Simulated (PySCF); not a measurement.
fluorine (F2), SMILES FF. Atoms are numbered in the order given.

```xyz
2

F      0.0000     0.0000    -0.6981
F      0.0000     0.0000     0.6981
```

The structure is a stationary point at B3LYP-D3(BJ)/def2-TZVPD.

Lowest vertical singlet excitation by several levels in PySCF, with rough processor times relative to the cheapest run on one machine. Each run also gave further roots (ADC and EOM-CCSD ionised and attached states too); roots are paired by order and the bases differ. EOM-CCSD serves as a yardstick, not as the true value; all levels that ended soundly for this molecule are listed, with differences from unrounded values.

| level | relative cost |
|---|---|
| TDDFT-PBE/def2-TZVPD | 1 |
| TDDFT-B3LYP/def2-TZVPD | 2 |
| EOM-CCSD/aug-cc-pVDZ | 3 |
| TDDFT-M06-2X/def2-TZVPD | 10 |
| ADC(3)/aug-cc-pVDZ | 20 |

Computed S1 at each level and its distance from EOM-CCSD:
```
level                    S1 (eV)  S1 minus EOM-CCSD (eV)
-----------------------  -------  ----------------------
TDDFT-PBE/def2-TZVPD        4.45                   -0.38
TDDFT-B3LYP/def2-TZVPD      4.56                   -0.27
EOM-CCSD/aug-cc-pVDZ        4.83                    0.00
TDDFT-M06-2X/def2-TZVPD     4.32                   -0.51
ADC(3)/aug-cc-pVDZ          4.42                   -0.41
```
